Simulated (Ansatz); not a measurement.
**NO radical: small, medium and large basis sets**

How large a basis does NO radical need? Two functionals and correlated methods are run in growing sets.

Computed with Ansatz 0.2.0, Gaussian basis. Level: one geometry, several basis sets.

Plan: PBE0-D4/def2-SVP; ωB97M-V/def2-SVP; PBE0-D4/def2-QZVPP; ωB97M-V/def2-QZVPP; CCSD(T)/cc-pV(D+d)Z; CCSD(T)/cc-pV(T+d)Z; CCSD(T)/cc-pV(Q+d)Z; the functionals' def2-TZVPP values are taken from earlier runs.

## Step 1: Structure used throughout

An earlier PBE0-D4 in a triple-zeta def2 set relaxation fixed the geometry.

SMILES `[N]=O`, 2 atoms, charge 0, spin multiplicity 2.

Atoms are counted from 1 here; the program's logs count them from 0.

Bond lengths: N1–O2 1.140 Å.

## Step 2: PBE0-D4 in def2-SVP

Contents of in.yaml:

```yaml
crystal:
  periodic: [false, false, false]
  atoms:
    - {symbol: N, position_ang: [-0.483598, 0.177022, -0.243984]}
    - {symbol: O, position_ang: [0.483598, -0.177022, 0.243984]}
basis:
  gaussian: {orbitals: def2-SVP}
magnetization: {spin_polarized: true, initial_magnetization: 1}
hamiltonian: {xc: pbe0, dispersion: d4}
output: {orbitals: {seedname: orbitals}}
```

Started as:

```sh
$ ansatz run in.yaml --threads 2 --pin off --events-out ev --progress --plain --max-ram 32768MiB --backend cpu
```

The runs that follow: ωB97M-V in def2-SVP; PBE0-D4 in def2-QZVPP; ωB97M-V in def2-QZVPP; CCSD(T) in cc-pV(D+d)Z; CCSD(T) in cc-pV(T+d)Z; CCSD(T) in cc-pV(Q+d)Z.

Q: Predict the results of all the runs planned. Wanted: MP2 correlation recovered, cc-pV(D+d)Z; MP2 correlation recovered, cc-pV(T+d)Z; MP2 correlation recovered, cc-pV(Q+d)Z; CCSD(T) limit from def2 sets; PBE0-D4: double and triple zeta above quadruple; ωB97M-V: double and triple zeta above quadruple.

The runs gave:

| quantity | value |
| --- | --- |
| MP2 correlation recovered, cc-pV(D+d)Z | 70.8 % |
| MP2 correlation recovered, cc-pV(T+d)Z | 88.7 % |
| MP2 correlation recovered, cc-pV(Q+d)Z | 95.3 % |
| CCSD(T) limit from def2 sets (earlier runs) less the limit of this series | 16 meV |
| PBE0-D4: double and triple zeta above quadruple | 4.41, 0.17 eV |
| ωB97M-V: double and triple zeta above quadruple | 4.53, 0.16 eV |

What this shows: PBE0-D4 gains 4.24 eV from double to triple zeta, then 0.17 eV more. Correlation climbs from 71 % (cc-pV(D+d)Z) to 95 % (cc-pV(Q+d)Z) of the limit; Hartree-Fock is 0.080 eV from its own by then. A limit from the def2 sets, made apart, differs by 16 meV, a least measure of the doubt on such a limit. Total energies overstate the basis error of differences, where much of it tends to cancel.
